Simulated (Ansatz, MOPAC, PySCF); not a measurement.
System: C3H3, net charge -1, singlet state. SMILES: [CH-]=C=C
Geometry from a B3LYP-D3(BJ)/def2-TZVP (Ansatz, a first-principles code) optimisation:
```xyz
6

C      0.0000    -0.0088     0.1143
C      0.0006     0.0700     1.3868
C     -0.0002     0.0493    -1.2337
H     -0.0024    -0.8283     2.0070
H      0.9234     0.0793    -1.8058
H     -0.9238     0.0859    -1.8053
```
Charge -1, spin multiplicity 1.

Unscaled harmonic wavenumbers (cm⁻¹) in rising order, each level at the stationary point that it reaches from this structure (no distance between atoms moves by over 0.3 Å); the order of modes can differ between levels, and a negative number is imaginary. B3LYP-D3(BJ)/def2-TZVP (PySCF, at the structure above): 384, 466, 502, 762, 851, 1033, 1115, 1454, 1917, 3065, 3074, 3123.

PM3 (MOPAC): 401, 431, 475, 610, 782, 952, 1186, 1408, 2286, 3182, 3199, 3443. Zero-point energy 26.2 against 25.4 kcal/mol; where all levels lie over 400 cm⁻¹, the wavenumbers are on average 0.993 times those of B3LYP-D3(BJ)/def2-TZVP.

HF/3-21G (Ansatz): 407, 514, 679, 798, 969, 1174, 1187, 1628, 2030, 3206, 3227, 3270. Zero-point energy 27.3 against 25.4 kcal/mol; where all levels lie over 400 cm⁻¹, the wavenumbers are on average 1.106 times those of B3LYP-D3(BJ)/def2-TZVP.

HF/6-31G* (Ansatz): 413, 520, 614, 899, 965, 1144, 1195, 1609, 2009, 3155, 3234, 3276. Zero-point energy 27.2 against 25.4 kcal/mol; where all levels lie over 400 cm⁻¹, the wavenumbers are on average 1.102 times those of B3LYP-D3(BJ)/def2-TZVP.

B3LYP/6-31G* (Ansatz): 406, 440, 513, 835, 880, 1052, 1129, 1490, 1946, 3003, 3064, 3103. Zero-point energy 25.5 against 25.4 kcal/mol; where all levels lie over 400 cm⁻¹, the wavenumbers are on average 1.012 times those of B3LYP-D3(BJ)/def2-TZVP.
